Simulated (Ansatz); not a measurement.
# AlFH6Si: the cost of one run

All numbers below are computed with Ansatz 0.2.0 (RKS PBE0-D4/def2-SVP).

**1. The system as given**

Bond lengths: Al1–F2 2.040 Å, Al1–H3 1.560 Å, Al1–H4 1.560 Å, Al1–Si5 2.620 Å, Si5–H6 1.460 Å, Si5–H7 1.460 Å, Si5–H8 1.460 Å. Angles: F2–Al1–H3 120.0°, F2–Al1–H4 120.0°, F2–Al1–Si5 71.6°, H3–Al1–H4 120.0°, H3–Al1–Si5 97.0°, H4–Al1–Si5 101.2°, Al1–Si5–H6 109.5°, Al1–Si5–H7 109.5°, Al1–Si5–H8 109.5°, H6–Si5–H7 109.4°, H6–Si5–H8 109.4°, H7–Si5–H8 109.4°.

Structure file:

```xyz
9

Al    0.0000    0.0000    0.0000
F     0.0000    0.0000    2.0400
H     1.3510    0.0000   -0.7800
H    -1.3510    0.0000   -0.7800
Si    0.1095   -2.4839    0.8261
H    -0.6805   -3.3291   -0.0645
H     1.4971   -2.9379    0.8228
H    -0.4270   -2.5710    2.1812
H     0.0527   -1.1948    1.9546
```

**2. Pulling towards end A**

Springs on the bonds that form and break draw the guess towards this end; the thresholds are loose.

Input file input.yaml:

```yaml
crystal:
  periodic: [false, false, false]
  atoms:
    - { symbol: Al, position_ang: [0.0, 0.0, 0.0] }
    - { symbol: F, position_ang: [0.0, 0.0, 2.04] }
    - { symbol: H, position_ang: [1.351, 0.0, -0.78] }
    - { symbol: H, position_ang: [-1.351, 0.0, -0.78] }
    - { symbol: Si, position_ang: [0.1095, -2.4839, 0.8261] }
    - { symbol: H, position_ang: [-0.6805, -3.3291, -0.0645] }
    - { symbol: H, position_ang: [1.4971, -2.9379, 0.8228] }
    - { symbol: H, position_ang: [-0.427, -2.571, 2.1812] }
    - { symbol: H, position_ang: [0.0527, -1.1948, 1.9546] }
basis:
  gaussian: { orbitals: def2-SVP }
hamiltonian:
  xc: pbe0
  dispersion: d4
relax:
  f_tol: 0.15
  max_steps: 25
  restrain:
    - { distance: [0, 4], at: 3.52, k: 30.0 }
    - { distance: [8, 1], at: 2.12, k: 30.0 }
    - { distance: [0, 1], at: 1.69, k: 30.0 }
    - { distance: [8, 4], at: 1.46, k: 30.0 }
```

Command:

```console
ansatz run input.yaml --threads 1 --pin off --max-ram 2048MiB --backend cpu --events-out ev --progress --plain --runs-dir out
```

Q: Estimate wall time and peak memory on 1 thread of Intel Xeon Platinum 8488C (Sapphire Rapids), shared host.

About 20 s, with a peak of 0.17 GiB.
